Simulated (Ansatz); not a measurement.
Relative stability

Two relaxed structures of CH$_{2}$BNa, closed shell (PBE0-D4/def2-TZVP; forces vanish, vibrations not checked).

A:

```tsv
atom	x (Å)	y (Å)	z (Å)
C1	0.4458	-0.1859	0.2924
B2	0.6510	-1.4800	0.5040
Na3	2.4223	0.0958	1.5002
H4	0.8908	-2.6144	0.7267
H5	0.1113	0.7960	0.0208
```

B:

| atom | x (Å) | y (Å) | z (Å) |
| --- | --- | --- | --- |
| C1 | -0.5237 | 0.5372 | -0.2992 |
| B2 | 0.3839 | -0.3936 | 0.2191 |
| Na3 | 1.9502 | -2.0006 | 1.1140 |
| H4 | -1.4601 | 0.2454 | -0.7718 |
| H5 | -0.3503 | 1.6115 | -0.2621 |

Computed with Ansatz 0.2.0 (basis: def2-TZVPP); correlated methods freeze the cores. The outer core shell of Li, Na, Mg and K is correlated. The def2 sets are not built for correlating such inner shells, so the correlated values are less sure here. B3LYP uses VWN-RPA correlation.

**Question.** Which structure is lower at CCSD(T), and by how much? (Judge from chemistry; the value comes from the calculation.)

**Answer.** Computed: A, by 17.42 kcal/mol (electronic energy, against the other). By their contacts, A is CH₂BNa ([BH]1[CH][Na]1) and B is CH₂BNa ([CH2][B][Na]).

All methods give the same order:

| method | E(B) − E(A) (kcal/mol) |
| --- | --- |
| PBE-D4 | 17.20 |
| r2SCAN-D4 | 18.16 |
| PBE0-D4 | 16.31 |
| B3LYP-D4 | 16.43 |
| wB97M-V | 16.38 |
| HF | 10.53 |
| MP2 | 22.17 |
| CCSD | 15.84 |
| CCSD(T) | 17.42 |

T1 diagnostic: at most 0.013.

Labels in which every atom is bracketed show which atoms are joined, not bond orders.

For scale, one of the runs: CCSD(T)/def2-TZVPP, 122 basis functions, launched by `ansatz run in.yaml --threads 2 --pin off --events-out ev --progress --plain --max-ram 4352MiB`. Hardware: 2 CPU threads of an Arm Neoverse V1, shared host. Wall time about 13 s.
